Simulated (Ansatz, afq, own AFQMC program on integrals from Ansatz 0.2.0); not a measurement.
AFQMC on a folder of integrals that Ansatz 0.2.0 wrote.

```yaml
crystal:
  periodic: [false, false, false]
  atoms:
    - {symbol: C, position_ang: [-0.177023, -1.992242, 2.163876]}
    - {symbol: Ge, position_ang: [-1.062239, -0.240679, 1.830412]}
    - {symbol: H, position_ang: [-0.744664, -2.857227, 1.784827]}
    - {symbol: H, position_ang: [0.862625, -2.042152, 1.802432]}
    - {symbol: H, position_ang: [-0.141399, -2.086899, 3.267753]}
basis:
  gaussian: {orbitals: def2-SVP}
magnetization: {spin_polarized: true, initial_magnetization: 1}
correlation: {method: ccsd_t, electrons: outside_noble_gas, hamiltonian_folder: ham}
```

```sh
$ ansatz run in.yaml --threads 1 --pin off --events-out ev --progress --plain --max-ram 16896MiB --backend cuda --devices 0, --max-vram 18GiB
```

afq runs on the folder ham with

```
--method phaseless --trial hf --walkers 4000 --populations 20 --least-time 40 --time-step 0.005 --steps-per-block 20 --equilibration-blocks 112 --max-blocks 4000 --target-error 0.001 --factor-cut 1e-05 --start spin_pure --seed 8502 --taylor-order 6
```

Times are imaginary, in 1/Eh. The walk had a cap of 58 s. With eight or more populations the least sampling time is a fifth of least-time, and the error comes from their spread. Filled inner d shells are frozen with the cores.

```
orbitals 46  electrons 6 5  factors 389 of 617
reference energy -2114.64354920 Eh
CCSD correlation -0.23793779 Eh in 12 cycles, weight of the determinant in the CISD state 0.8835
energy of the start -2114.643700 Eh
 block  time / (1/Eh)  mean weight  energy / Eh
     1     0.100  1.0010  -2114.696160
     2     0.200  1.0012  -2114.734728
     3     0.300  1.0016  -2114.764208
     4     0.400  1.0016  -2114.786222
     5     0.500  1.0014  -2114.804545
     8     0.800  1.0012  -2114.837977
    11     1.100  1.0003  -2114.855132
    21     2.100  1.0000  -2114.878726
    26     2.600  1.0003  -2114.883417
    41     4.100  1.0002  -2114.884776
    56     5.600  0.9998  -2114.888410
    71     7.100  1.0001  -2114.899916
    86     8.600  1.0001  -2114.892306
   101    10.100  0.9999  -2114.890306
   116    11.600  1.0002  -2114.889824
   131    13.100  0.9997  -2114.889984
   146    14.600  0.9996  -2114.889661
   161    16.100  0.9998  -2114.888367
   176    17.600  1.0001  -2114.891806
   191    19.100  1.0000  -2114.882221
   206    20.600  0.9998  -2114.889238
   211    21.100  1.0001  -2114.886674
error from the spread of 20 populations
energy -2114.888410 +/- 0.000953 Eh
(rows thinned)
```

Question: Estimate how long the walk took on 1 × NVIDIA H100 80GB HBM3 with 2 threads of AMD EPYC 7R13 Processor (Zen 3), on a shared host (the card was shared).

Answer: 43 s of wall time.

The run passed its tests (sampling time, drift between the halves within three errors, error under three times the target), which doesn't prove that it has relaxed.

Against this walk (error 25.9 meV) on the same determinant: CCSD(T) 9.3 meV higher (within the noise), CCSDT(Q) 20.0 meV lower (within the noise), a separate phaseless walk with a CISD trial and standard settings 15.7 ± 26.1 meV lower (within the noise). The error is statistical and leaves out the bias of the constraint.

Cautions: constraint bias not in the error; no relativity below Rb; no spin-orbit coupling; inner d shell frozen.

CCSDT and higher add their correlation energy to the determinant of the CCSD(T) run, since their own runs factorise the integrals more tightly (a shift of under 2 meV).
